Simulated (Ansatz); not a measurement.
Diborane mono Cl (B2H5Cl), relaxed as a singlet with RKS PBE-D4/def2-TZVP in Ansatz, starting from the GFN2-xTB geometry. Force threshold 0.02 eV/Å.

Start:

```xyz
8

B     0.645    0.134   -0.573
Cl    1.810   -1.157   -0.855
H     0.813    1.119   -1.190
H    -0.616   -0.305   -0.673
B    -0.745   -0.035    0.602
H    -1.478    0.868    0.737
H    -0.919   -1.011    1.222
H     0.491    0.387    0.731
```

Estimate the energy that the relaxation releases and the steps that it takes.

2.0 kcal/mol, in 5 steps; 3 s on 4 threads of Arm Neoverse V1 on a shared host. No frequencies were taken in this run, so the end may be a saddle point.

Does the start keep its bonding and symmetry?

By distances, no bond broke or formed. The bond that changes most is B1–B5, from 1.83 to 1.76 Å (atoms count from 1). Point group Cs at the start, Cs at the end, both within 0.05 Å.

Predict the relaxed structure.


```xyz
8

B     0.622    0.123   -0.551
Cl    1.783   -1.196   -0.814
H     0.764    1.141   -1.162
H    -0.646   -0.297   -0.696
B    -0.717   -0.035    0.582
H    -1.450    0.903    0.697
H    -0.851   -1.056    1.190
H     0.497    0.417    0.755
```
Bond lengths: 1 × B–Cl 1.78 Å; 1 × B–B 1.76 Å; 7 × B–H 1.20 to 1.34 Å.
